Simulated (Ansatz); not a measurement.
# CH₆AlB: single points off equilibrium

The task here is to estimate one member of a computed series from the others.

Program: Ansatz 0.2.0, Gaussian basis. Level of theory: single points in def2-TZVPP. These are calculated values, not measurements.

Correlated methods freeze the cores.

### Starting geometry

SMILES `C[BH][AlH2]`, 9 atoms, charge 0, spin multiplicity 1.

Atoms are counted from 1 here; the program's logs count them from 0.

Bond lengths: C1–B2 1.603 Å, C1–H4 1.133 Å, C1–H5 1.124 Å, C1–H6 1.125 Å, B2–Al3 2.077 Å, B2–H7 1.270 Å, Al3–H8 1.643 Å, Al3–H9 1.569 Å. Angles: B2–C1–H4 105.7°, B2–C1–H5 115.6°, B2–C1–H6 109.0°, H4–C1–H5 111.7°, H4–C1–H6 108.1°, H5–C1–H6 106.5°, C1–B2–Al3 107.0°, C1–B2–H7 116.2°, Al3–B2–H7 136.8°, B2–Al3–H8 118.7°, B2–Al3–H9 133.4°, H8–Al3–H9 107.9°.

Geometry (Å):

```
C    -0.7534    0.6988   -0.7929
B     0.7587    0.4370   -0.3292
Al    0.6987   -1.0336    1.1362
H    -1.1051   -0.2739   -1.2561
H    -0.9048    1.5684   -1.4883
H    -1.3847    0.9018    0.1156
H     1.6508    1.1320   -0.9077
H    -0.7528   -1.6936    1.5332
H     1.8043   -1.7580    1.9816
```

Set-up of the first run:

Contents of run/in.yaml:

```yaml
crystal:
  periodic: [false, false, false]
  atoms:
    - {symbol: C, position_ang: [-0.753419, 0.698785, -0.792924]}
    - {symbol: B, position_ang: [0.758693, 0.437042, -0.329201]}
    - {symbol: Al, position_ang: [0.698713, -1.033646, 1.136166]}
    - {symbol: H, position_ang: [-1.105076, -0.273863, -1.256146]}
    - {symbol: H, position_ang: [-0.904823, 1.568361, -1.488304]}
    - {symbol: H, position_ang: [-1.384744, 0.901763, 0.115564]}
    - {symbol: H, position_ang: [1.650758, 1.131957, -0.907724]}
    - {symbol: H, position_ang: [-0.752762, -1.693624, 1.533159]}
    - {symbol: H, position_ang: [1.804303, -1.757961, 1.981573]}
basis:
  gaussian: {orbitals: def2-TZVPP}
hamiltonian: {xc: pbe, dispersion: d4}
output: {forces: true}
```

Run with:

```sh
$ ansatz run in.yaml --threads 2 --pin off --events-out ev --progress --plain --max-ram 3481MiB
```

Steps of the session up to this table: PBE-D4/def2-TZVPP; r2SCAN-D4/def2-TZVPP; PBE0-D4/def2-TZVPP; wB97M-V/def2-TZVPP; CCSD(T)/def2-TZVPP.

One table of the session follows, with a row left open; its other results are not shown here.

```
   method  RMS force component (eV/Å)  angle to CCSD(T) forces (°)  dipole (D)
   PBE-D4                           ?                            ?           ?
r2SCAN-D4                       0.676                          7.8        1.42
  PBE0-D4                       0.679                          8.1        1.39
  wB97M-V                       0.696                          6.3        1.34
  CCSD(T)                       0.690                    reference        1.29
```

Q: Estimate the row for PBE-D4 from the others.

As computed: RMS force component (eV/Å): 0.611; angle to CCSD(T) forces (°): 12.7; dipole (D): 1.44. In the column «RMS force component (eV/Å)» it is the lowest.
